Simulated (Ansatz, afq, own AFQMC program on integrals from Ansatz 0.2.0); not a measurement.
Integrals from Ansatz 0.2.0, then the random walk in our own AFQMC program (afq).

```yaml
crystal:
  periodic: [false, false, false]
  atoms:
    - {symbol: Si, position_ang: [0.000000, -0.056423, 0.000000]}
    - {symbol: H, position_ang: [0.000000, 0.786088, -1.421551]}
    - {symbol: H, position_ang: [0.000000, 0.786086, 1.421552]}
basis:
  gaussian: {orbitals: cc-pVDZ}
magnetization: {spin_polarized: true, initial_magnetization: 2}
correlation: {method: ccsd_t, electrons: outside_noble_gas, hamiltonian_folder: ham}
```

```sh
$ ansatz run in.yaml --threads 1 --pin off --events-out ev --progress --plain --max-ram 24576MiB --backend cuda --devices 0, --max-vram 18GiB
```

Options of the walk:

```
--method phaseless --trial cisd --walkers 10 --populations 1 --least-time 40 --time-step 0.01 --steps-per-block 50 --equilibration-blocks 12 --max-blocks 40 --target-error 0.00058 --factor-cut 0.1 --start spin_pure --seed 7441 --release-times 0.5,1,2 --release-step 0.1 --release-every 2 --taylor-order 6
```

Times are imaginary, in 1/Eh. The walk had a cap of 60 s.

```
orbitals 23  electrons 4 2  factors 26 of 273
reference energy -289.99528726 Eh
CCSD correlation -0.10218224 Eh in 11 cycles, weight of the determinant in the CISD state 0.9230
energy of the start -290.097435 Eh
 block  time / (1/Eh)  mean weight  energy / Eh
     1     0.500  1.0028  -290.097155
     2     1.000  0.9959  -290.098227
     3     1.500  0.9956  -290.101614
     4     2.000  1.0025  -290.100747
     5     2.500  1.0014  -290.099993
     7     3.500  0.9999  -290.101862
     9     4.500  1.0009  -290.101959
    11     5.500  0.9988  -290.104649
    13     6.500  0.9982  -290.099045
    15     7.500  0.9979  -290.098781
    17     8.500  0.9996  -290.101703
    19     9.500  0.9979  -290.097075
    21    10.500  1.0049  -290.099086
    23    11.500  1.0006  -290.097358
    25    12.500  1.0013  -290.099987
    27    13.500  1.0024  -290.103267
    28    14.000  0.9944  -290.106844
    29    14.500  1.0037  -290.102200
    31    15.500  1.0030  -290.098556
    33    16.500  1.0024  -290.096598
    35    17.500  1.0000  -290.099144
    37    18.500  0.9982  -290.099676
    39    19.500  1.0026  -290.099105
    41    20.500  0.9992  -290.098784
    43    21.500  0.9957  -290.097792
    45    22.500  1.0036  -290.099730
    47    23.500  1.0059  -290.098070
    49    24.500  1.0027  -290.099944
    51    25.500  0.9973  -290.101073
    52    26.000  0.9976  -290.101730
blocks merged  error / Eh  count
     1  0.000334  40
     2  0.000396  20
     4  0.000485  10
released: time / (1/Eh)  energy / Eh  error  mean overlap
  0.50  -290.100398  0.000404  1.0343
  1.00  -290.100369  0.000527  1.0637
  2.00  -290.100811  0.000516  1.0509
energy -290.099725 +/- 0.000396 Eh
(rows thinned)
```

The run failed at least one of its tests; the cautions name the faults. The second half of the sampling lies above the first by 1.6 errors of their difference, so the energy may still be moving and its error bar be too small.

Against this walk (error 10.8 meV) on the same determinant: CCSD(T) 126.0 meV higher, CCSDT(Q) 102.9 meV higher, CCSDTQ 102.7 meV higher, full CI 102.7 meV higher, a separate phaseless walk with a CISD trial and standard settings 106.2 ± 10.9 meV higher. The error is statistical and leaves out the bias of the constraint. The walk lies below full CI of its own spin: with these settings it no longer samples the same Hamiltonian or state.

A setting was made bad on purpose (factor cut too coarse), so the walk's energy isn't to be trusted.

Cautions: constraint bias not in the error; error not settled; lower spins were not checked; the sampling time fell short of the least asked; so few walkers bias the energy; the coarse factor cut changes the integrals a little; the time-step error isn't removed.

CCSDT and higher add their correlation energy to the determinant of the CCSD(T) run, since their own runs factorise the integrals more tightly (a shift of under 2 meV). A walk keeps the symmetry of its determinant, which the program's search chose and which needn't be the lowest solution, so a lower state of the same spin and another symmetry isn't excluded.
